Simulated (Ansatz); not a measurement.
fcc Rh

Method: r²SCAN in Ansatz (plane waves, PAW).

Numerical settings: plane-wave cutoff 500 eV, 32×32×32 k mesh, Fermi–Dirac smearing 0.1 eV, no spin polarisation, scalar-relativistic PAW data made under PBE.

Cell (relaxed at this level):

Rh is taken in the cubic space group Fm-3m (No. 225), the fcc (Cu type) structure, Pearson symbol cF4. Lattice parameters: a = 3.802 Å, b = 3.802 Å, c = 3.802 Å, α = 90.00°, β = 90.00°, γ = 90.00°. Rh on 4a sees 12 Rh at 2.688 Å (cuboctahedral). (Neighbours: up to the widest gap in distance over summed covalent radii, below 1.35, at either atom.)
(The calculation used a cell of 1 atom; values per cell refer to that cell.)

* **volume per atom**: 13.73 Å³/atom
* **lattice constant a**: 3.802 Å

Measured, for comparison: equilibrium volume per atom 13.65 Å³/atom, lattice constant a 3.794 Å (static lattice: zero-point anharmonic expansion removed; as tabulated in Mejia-Rodriguez and Trickey (2018), arXiv:1807.09216). Computed (rounded) less measured: equilibrium volume per atom +0.6 %, lattice constant a +0.2 %.

Cost on a shared machine: roughly 80 core-seconds.

Ansatz is a program for electronic structure.
